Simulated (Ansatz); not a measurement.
This geometry of BClH3N + H (7 atoms, charge 0, multiplicity 2) is a first-order saddle point.

Theory: Ansatz 0.2.0, UKS B3LYP/def2-SVP.

```xyz
7
Properties=species:S:1:pos:R:3
B 0.014 0.079 -0.111
H -0.033 -0.162 1.450
Cl 1.521 0.396 -0.973
N -1.224 0.017 -0.722
H -2.072 -0.168 -0.196
H -1.372 0.149 -1.720
H -0.170 -0.311 2.328
```

Task: Which two structures does it join? (They come from a converged band through this point; their orientation in space is the band's.)

Result: Bonds broken: B1–H2. Bonds formed: H2–H7. BClH3N + H becomes BClH2N + H2.

Initial state:

```xyz
7
Properties=species:S:1:pos:R:3
B 0.026 0.031 -0.298
H 0.179 -0.183 0.875
Cl 1.459 0.356 -1.307
N -1.239 0.029 -0.869
H -2.076 -0.151 -0.327
H -1.407 0.204 -1.854
H -0.277 -0.287 3.835
```

Final state:

```xyz
7
Properties=species:S:1:pos:R:3
B 0.159 0.143 -0.630
H -0.041 -0.247 2.448
Cl 1.462 0.381 -1.791
N -1.180 0.053 -0.958
H -1.903 -0.085 -0.260
H -1.532 0.118 -1.912
H -0.298 -0.364 3.157
```

Task: How far does it lie above each of them?

Result: 7.4 kcal/mol above the first and 5.3 kcal/mol above the second. This is the barrier of this one path; another mechanism may lie lower.

Run time: 2.3 min on 2 threads of Arm Neoverse V1 (shared host), peak memory 0.15 GiB.
